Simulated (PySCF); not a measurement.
Compound: 1-methoxy-2-propanol, C₄H₁₀O₂.
SMILES with atom numbers: `[CH3:1][O:2][CH2:3][C@H:4]([CH3:5])[OH:6]` (hydrogens: H7, H8, H9 on C1; H10, H11 on C3; H12 on C4; H13, H14, H15 on C5; H16 on O6)

Computed geometry: GFN2-xTB, gas phase.

Q: List the bond lengths, angles and torsions at this level.

A: 
```csv
bond,length (Å)
C1–O2,1.403
O2–C3,1.412
C3–C4,1.533
C4–C5,1.523
C4–O6,1.409
C1–H7,1.097
"C1–H8, C1–H9",1.092
C3–H10,1.101
C3–H11,1.100
C4–H12,1.103
"C5–H13, C5–H14, C5–H15",1.086
O6–H16,0.965
```

Bonds in one row agree within 0.01 Å and their mean is given. A selection of angles:
```csv
angle,degrees
O2–C1–H7,111.3
O2–C1–H8,106.6
H7–C1–H8,109.5
C1–O2–C3,113.3
O2–C3–C4,107.7
O2–C3–H10,110.1
O2–C3–H11,110.5
C4–C3–H10,109.7
C4–C3–H11,110.3
H10–C3–H11,108.6
C3–C4–C5,111.3
C3–C4–O6,110.1
C3–C4–H12,107.8
C5–C4–O6,108.4
C5–C4–H12,109.8
O6–C4–H12,109.4
C4–C5–H13,109.8
H13–C5–H14,109.4
C4–O6–H16,107.1
```

Dihedral angles: C1–O2–C3–C4 -179° (antiperiplanar); O2–C3–C4–C5 180° (antiperiplanar); H16–O6–C4–C3 -47° (synclinal).

H16 on O6 lies 2.31 Å from O2, 4 bonds away (angle at H 110°; Bondi radii sum to 2.72 Å). Of the pairs four or more bonds apart, those above aside, H7···H10 is among the closest relative to their van der Waals radii: 2.44 Å, 102 % of the sum of Bondi's values. O6 (alcohol oxygen) is bent (angle 107.1°).

Point group: C1 (no symmetry element, even within 0.4 Å). Not checked by GFN2-xTB frequencies. One conformer, not necessarily the lowest (C1–O2–C3–C4 -179°, O2–C3–C4–C5 180°, C3–C4–O6–H -47°).
